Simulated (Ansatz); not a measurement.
**C2H5NO: up Jacob's ladder to CCSD(T)**

An exercise on one series of results from a longer session: the logs are not shown, and one member is left open.

Program: Ansatz 0.2.0, Gaussian basis. Level of theory: functionals in def2-TZVPP, the program's frozen cores in correlated methods. These are calculated values, not measurements.

The runs, in order: LDA (SPW92), PBE-D4, revPBE-D4, BLYP-D4, r2SCAN-D4, B97M-V, PBE0-D4, B3LYP-D4, r2SCANh-D4, r2SCAN0-D4, HSE06-D4, BHLYP-D4, CAM-B3LYP-D4, LC-ωPBE, ωB97X-V, ωB97M-V, B2PLYP, PBE-QIDH; CCSD(T)/def2-SVP; CCSD(T)/def2-TZVPP; MP2/def2-QZVPP; extrapolation to the limit; RPA on PBE.

### Structure used throughout

The geometry comes from an earlier relaxation with PBE0-D4 in a triple-zeta def2 set; it is a stationary point, not always the lowest conformer.

9 atoms, charge 0, spin multiplicity 1.

Atoms are counted from 1 here; the program's logs count them from 0.

Bond lengths: C1–N2 1.439 Å, C1–H5 1.093 Å, C1–H6 1.099 Å, C1–H7 1.093 Å, N2–C3 1.254 Å, C3–O4 1.339 Å, C3–H8 1.094 Å, O4–H9 0.968 Å. Angles: N2–C1–H5 109.7°, N2–C1–H6 113.7°, N2–C1–H7 109.7°, H5–C1–H6 108.3°, H5–C1–H7 106.9°, H6–C1–H7 108.3°, C1–N2–C3 118.2°, N2–C3–O4 122.8°, N2–C3–H8 125.9°, O4–C3–H8 111.3°, C3–O4–H9 106.5°.

Set-up of the first run:

File in.yaml:

```yaml
crystal:
  periodic: [false, false, false]
  atoms:
    - {symbol: C, position_ang: [0.584992, 0.933428, -0.729909]}
    - {symbol: N, position_ang: [0.220629, 0.223256, 0.467440]}
    - {symbol: C, position_ang: [-0.502053, -0.794938, 0.356166]}
    - {symbol: O, position_ang: [-0.895209, -1.523652, 1.408723]}
    - {symbol: H, position_ang: [1.673996, 0.966809, -0.820767]}
    - {symbol: H, position_ang: [0.174588, 0.489639, -1.648043]}
    - {symbol: H, position_ang: [0.238920, 1.968372, -0.663417]}
    - {symbol: H, position_ang: [-0.892018, -1.206847, -0.579788]}
    - {symbol: H, position_ang: [-0.515242, -1.102265, 2.192494]}
basis:
  gaussian: {orbitals: def2-TZVPP}
hamiltonian: {xc: lda}
output: {orbitals: {seedname: orbitals}}
```

The run is started by

```
ansatz run in.yaml --threads 2 --pin off --events-out ev --progress --plain --max-ram 4352MiB
```

Among the steps run: LDA; PBE-D4 (GGA); revPBE-D4 (GGA); BLYP-D4 (GGA); r2SCAN-D4 (meta-GGA); B97M-V (meta-GGA); PBE0-D4 (hybrid); B3LYP-D4 (hybrid); r2SCANh-D4 (hybrid); r2SCAN0-D4 (hybrid); HSE06-D4 (hybrid); BHLYP-D4 (hybrid); CAM-B3LYP-D4 (range-separated); LC-ωPBE (range-separated); ωB97X-V (range-separated); ωB97M-V (range-separated); B2PLYP (double hybrid); PBE-QIDH (double hybrid).

One table of the session follows, with a row left open; its other results are not shown here.

It belongs to the step «Frontier levels by functional». 

```
  functional  HOMO (eV)  LUMO (eV)  gap (eV)
 LDA (SPW92)      -6.32      -0.80      5.52
      PBE-D4      -6.19      -0.55      5.65
   revPBE-D4      -6.14      -0.45      5.69
     BLYP-D4      -6.11      -0.46      5.66
   r2SCAN-D4      -6.50      -0.30      6.20
      B97M-V      -6.60      -0.21      6.39
     PBE0-D4      -7.62       0.56      8.19
    B3LYP-D4      -7.41       0.27      7.67
  r2SCANh-D4      -7.04       0.11      7.15
  r2SCAN0-D4      -7.79       0.71      8.51
    HSE06-D4      -7.22       0.18      7.39
    BHLYP-D4      -8.85       1.73     10.57
CAM-B3LYP-D4      -9.01       1.72     10.74
     LC-ωPBE     -10.36       3.00     13.36
     ωB97X-V      -9.99       2.91     12.90
     ωB97M-V          ?          ?         ?
```

**Question.** Estimate the row for ωB97M-V.

**Answer.** HOMO (eV): -9.90; LUMO (eV): 2.78; gap (eV): 12.69. In the column «HOMO (eV)» it lies between ωB97X-V (-9.99) and CAM-B3LYP-D4 (-9.01).
